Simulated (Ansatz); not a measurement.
Task: harmonic frequencies at the relaxed geometry of C4H5Cl, SMILES C=C1CC1Cl, with Ansatz's Python interface. Give the script and its output. Use (for the species named): PBE, 6-31G* basis, multiplicity 1.

```tsv
atom	x (Å)	y (Å)	z (Å)
C	1.6715	0.2324	0.3907
C	0.4035	0.0263	0.0504
C	-0.8110	-0.8815	-0.1586
C	-0.9619	0.5130	-0.4329
Cl	-1.8126	1.4458	0.8244
H	2.0879	1.2327	0.3492
H	2.2890	-0.5997	0.7102
H	-0.6866	-1.5429	-1.0413
H	-1.2156	-1.2610	0.8034
H	-0.9642	0.8348	-1.4953
```

`freq_c4h5cl.py`
```python
'''Harmonic frequencies of C4H5Cl at its relaxed geometry.'''

import ansatz as az
from ase import Atoms
from ase.thermochemistry import IdealGasThermo
import numpy as np

BASIS_SET = '6-31G*'
FUNCTIONAL = 'pbe'

atoms = Atoms(['C', 'C', 'C', 'C', 'Cl', 'H', 'H', 'H', 'H', 'H'], positions=[
    (1.6715, 0.2324, 0.3907),
    (0.4035, 0.0263, 0.0504),
    (-0.811, -0.8815, -0.1586),
    (-0.9619, 0.513, -0.4329),
    (-1.8126, 1.4458, 0.8244),
    (2.0879, 1.2327, 0.3492),
    (2.289, -0.5997, 0.7102),
    (-0.6866, -1.5429, -1.0413),
    (-1.2156, -1.261, 0.8034),
    (-0.9642, 0.8348, -1.4953),
])
system = az.Crystal.molecule_from_ase(atoms)

calculation = (
    system.calculation()
    .basis(gaussian=BASIS_SET)
    .functional(FUNCTIONAL)
)
symbols = [site.symbol for site in system.cartesian_sites]
start = np.array([site.position_ang for site in system.cartesian_sites], dtype=float)
summary = calculation.relax(force_tolerance=0.003).run(threads=1).report
end = np.array(summary['positions_ang'])

print('bond        before    after (A)')
for i, j in [(0, 1), (0, 5), (0, 6), (1, 2), (1, 3), (2, 3), (2, 7), (2, 8), (3, 4), (3, 9)]:
    d0, d1 = (np.linalg.norm(xyz[i] - xyz[j]) for xyz in (start, end))
    print(f'{symbols[i]}{i}-{symbols[j]}{j}'.ljust(10), f'{d0:8.4f} {d1:8.4f}')
for i, j, k in [(1, 0, 5), (1, 0, 6), (5, 0, 6), (0, 1, 2), (0, 1, 3), (2, 1, 3), (1, 2, 3), (1, 2, 7)]:
    u, v = end[i] - end[j], end[k] - end[j]
    print(f'angle {symbols[i]}{i}-{symbols[j]}{j}-{symbols[k]}{k}: {np.degrees(np.arccos(np.clip(u @ v / np.linalg.norm(u) / np.linalg.norm(v), -1, 1))):.2f} deg')

# frequencies need a stationary point, so they are taken at the relaxed geometry
minimum = az.Crystal.molecule()
for symbol, xyz in zip(symbols, end):
    minimum = minimum.atom(symbol, xyz.tolist())
vibrating = (
    minimum.calculation()
    .basis(gaussian=BASIS_SET)
    .functional(FUNCTIONAL)
    .phonons(temperatures=(100, 500, 100))
)
vib = vibrating.run(threads=1).report['vibrations']
sums = vib['harmonic_sums']
modes = [m['omega_inv_cm'] for m in sums['modes_at_gamma'] if m['rigid_motion'] == 'no']
print('frequencies (1/cm):', ' '.join(f'{w:.0f}' for w in modes))
print('imaginary modes:', sum(w < 0 for w in modes), ' zero-point energy:', round(sums['zero_point_energy_ev'], 4), 'eV')
# rigid rotor and ideal gas, symmetry number taken as one
gas = IdealGasThermo(vib_energies=[w / 8065.544 for w in modes if w > 0], geometry='linear' if len(modes) == 3 * len(symbols) - 5 else 'nonlinear',
                     atoms=Atoms(symbols, positions=end), symmetrynumber=1, spin=0.0)
print(f'H(298 K) - E = {gas.get_enthalpy(298.15, verbose=False):.4f} eV')
print(f'S(298 K, 1 bar) = {96485.33 * gas.get_entropy(298.15, 1e5, verbose=False):.1f} J/(mol K) with symmetry number 1')
```

`python freq_c4h5cl.py` gives:
```text
bond        before    after (A)
C0-C1        1.3289   1.3309
C0-H5        1.0843   1.0953
C0-H6        1.0843   1.0954
C1-C2        1.5306   1.4790
C1-C3        1.5280   1.4655
C2-C3        1.4292   1.5320
C2-H7        1.1100   1.0982
C2-H8        1.1105   1.0974
C3-Cl4       1.7817   1.7925
C3-H9        1.1101   1.0954
angle C1-C0-H5: 121.21 deg
angle C1-C0-H6: 121.50 deg
angle H5-C0-H6: 117.29 deg
angle C0-C1-C2: 149.52 deg
angle C0-C1-C3: 147.67 deg
angle C2-C1-C3: 62.70 deg
angle C1-C2-C3: 58.22 deg
angle C1-C2-H7: 120.74 deg
frequencies (1/cm): 147 293 307 436 579 674 771 884 898 934 998 1026 1069 1091 1116 1248 1412 1445 1799 3052 3089 3110 3132 3171
imaginary modes: 0  zero-point energy: 2.0259 eV
H(298 K) - E = 2.1963 eV
S(298 K, 1 bar) = 309.8 J/(mol K) with symmetry number 1
```

Reading the output:
- The frequencies are harmonic and unscaled, in a modest basis. The result belongs to the one conformer reached from this start, and soft torsions count as harmonic oscillators.
- The entropy takes a symmetry number of 1; a symmetric molecule's is lower by R ln(sigma).
- Wall time of the script: 2.8 min on 1 thread of Arm Neoverse V1 (shared host), peak memory 0.29 GiB.

(Lines on the test bed's own set-up are left out of the output.)
